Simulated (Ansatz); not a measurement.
**SiH (doublet): wave-function methods side by side, def2-QZVPP**

The task here is to estimate one member of a computed series from the others.

The runs use Ansatz 0.2.0, Gaussian basis; def2-QZVPP, core rule «outside noble gas», up to 5 orbitals frozen.

The runs, in order: UHF; ROHF; CCSD(T) on UHF.

2 further runs of the same task are left out: 2 set aside as unsound or not needed.

### The geometry

The geometry is a PBE0/def2-TZVP stationary point (not a proven minimum).

2 atoms, charge 0, spin multiplicity 2.

Atoms are counted from 1 here; the program's logs count them from 0.

Bond lengths: Si1–H2 1.532 Å.

Coordinates:

```xyz
2
HSi
Si    0.0000    0.0000    0.0000
H     0.0000    0.0000    1.5317
```

The first run:

The input, in.yaml:

```yaml
crystal:
  periodic: [false, false, false]
  atoms:
    - {symbol: Si, position_ang: [0.000000, 0.000000, 0.000000]}
    - {symbol: H, position_ang: [0.000000, 0.000000, 1.531705]}
basis:
  gaussian: {orbitals: "def2-QZVPP.json"}
magnetization: {spin_polarized: true, initial_magnetization: 1}
hamiltonian: {xc: hf}
output: {orbitals: {seedname: orbitals}}
```

The run is started by

```sh
$ ansatz run in.yaml --threads 1 --pin off --events-out ev --progress --plain --max-ram 4096MiB --backend cpu
```

Among the steps run: UHF; ROHF; CCSD(T) on UHF.

One of the session's tables, all rows but one given; the rest of the session is left out.

```
  method  from UCCSD(T) (meV)
    ROHF              +3194.7
     UHF              +3056.7
    UMP2                    ?
   UCCSD                +93.7
UCCSD(T)                    0
```

Estimate the missing values for UMP2.

The run gave: from UCCSD(T) (meV): +700.8. In the column «from UCCSD(T) (meV)» it lies between UCCSD (+93.7) and UHF (+3056.7).
